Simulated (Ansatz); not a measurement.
**BH₄ (doublet): wave-function methods side by side at distance B1–H4 along a hydrogen transfer = 1.194 Å, 6-31G**

How much of the correlation energy of BH₄ (doublet) does each wave-function method recover here?

Method: 6-31G, core rule «outside noble gas», up to 1 orbitals frozen; program: Ansatz 0.2.0, Gaussian basis.

The runs, in order: UHF; CCSD(T) on ROHF; CCSD(T) on UHF; BCCD(T) on ROHF; CISD; CCSDT(Q) on ROHF; CCSDT(Q) on UHF; CISDTQ; CCSDTQ on ROHF; CCSDTQ on UHF; CASSCF and MRCISD+Q, 3 electrons in 3 orbitals; CASSCF and NEVPT2, 3 electrons in 3 orbitals; CASSCF and MRCISD+Q, 7 electrons in 8 orbitals; CASSCF and NEVPT2, 7 electrons in 8 orbitals; Full CI.

4 further runs of the same task are left out: 4 that didn't finish.

## Step 1: The geometry

The geometry derives from fragments relaxed apart (PBE0/def2-TZVP) and kept rigid, so it is no stationary point. A hydrogen atom is moved between rigid fragments.

5 atoms, charge 0, spin multiplicity 2.

Atoms are counted from 1 here; the program's logs count them from 0.

Bond lengths: B1–H2 1.193 Å, B1–H3 1.193 Å, B1–H4 1.193 Å. Angles: H2–B1–H3 120.0°, H2–B1–H4 120.0°, H3–B1–H4 120.0°.

Geometry (Å):

```xyz
5
charge 0, multiplicity 2
B    -0.16631    0.00000    0.00000
H    -0.76304    1.03357    0.00000
H    -0.76304   -1.03357    0.00000
H     1.02716    0.00000    0.00000
H     2.28269    0.00000    0.00000
```

## Step 2: UHF

Contents of in.yaml:

```yaml
crystal:
  periodic: [false, false, false]
  atoms:
    - {symbol: B, position_ang: [-0.166306, 0.000000, 0.000000]}
    - {symbol: H, position_ang: [-0.763040, 1.033571, 0.000000]}
    - {symbol: H, position_ang: [-0.763040, -1.033571, 0.000000]}
    - {symbol: H, position_ang: [1.027159, 0.000000, 0.000000]}
    - {symbol: H, position_ang: [2.282694, 0.000000, 0.000000]}
basis:
  gaussian: {orbitals: 6-31G}
magnetization: {spin_polarized: true, initial_magnetization: 1}
hamiltonian: {xc: hf}
output: {orbitals: {seedname: orbitals}}
```

The run is started by

```console
$ ansatz run in.yaml --threads 1 --pin off --events-out ev --progress --plain --max-ram 2393MiB
```

After this run come: CCSD(T) on ROHF; CCSD(T) on UHF; BCCD(T) on ROHF; CISD; CCSDT(Q) on ROHF; CCSDT(Q) on UHF; CISDTQ; CCSDTQ on ROHF; CCSDTQ on UHF; CASSCF and MRCISD+Q, 3 electrons in 3 orbitals; CASSCF and NEVPT2, 3 electrons in 3 orbitals; CASSCF and MRCISD+Q, 7 electrons in 8 orbitals; CASSCF and NEVPT2, 7 electrons in 8 orbitals; Full CI.

**Question.** What will the summary of the whole plan be? Wanted: FCI below the RHF energy; RMP2 from FCI; UMP2 from FCI; RCCSD from FCI; RCCSD(T) from FCI; UCCSD(T) from FCI; RCCSDT(Q) from FCI; UCCSDT(Q) from FCI; NEVPT2 pair from FCI.

**Answer**, as computed:

| quantity | value |
| --- | --- |
| FCI below the RHF energy | -2.1175 eV |
| RMP2 from FCI | +51.1 kJ/mol |
| UMP2 from FCI | +50.2 kJ/mol |
| RCCSD from FCI | +3.3 kJ/mol |
| RCCSD(T) from FCI | +0.9 kJ/mol |
| UCCSD(T) from FCI | +0.9 kJ/mol |
| RCCSDT(Q) from FCI | 0.0 kJ/mol |
| UCCSDT(Q) from FCI | 0.0 kJ/mol |
| NEVPT2 pair from FCI | +42.5 kJ/mol |
| NEVPT2 valence from FCI | +18.7 kJ/mol |
| MRCISD+Q valence from FCI | +0.7 kJ/mol |
| levels within 1 kcal/mol (43 meV) | RCCSD, UCCSD, RCCSD(T), UCCSD(T), BCCD(T), RCCSDT, UCCSDT, CISDTQ, RCCSDT(Q), UCCSDT(Q), RCCSDTQ, UCCSDTQ, MRCISD valence, MRCISD+Q valence |
| T1 diagnostic | 0.016 |
| effectively unpaired electrons | 1.01 |

RCCSD(T) lands +0.9 kJ/mol from the yardstick (0.4 % of the correlation energy). One determinant dominates. Of the multireference levels listed MRCISD+Q valence comes nearest in total energy (+0.7 kJ/mol), which doesn't show that its space is the better one. These misses are within one basis, not against nature; the frozen cores of restricted and unrestricted runs differ, which can shift their rows.
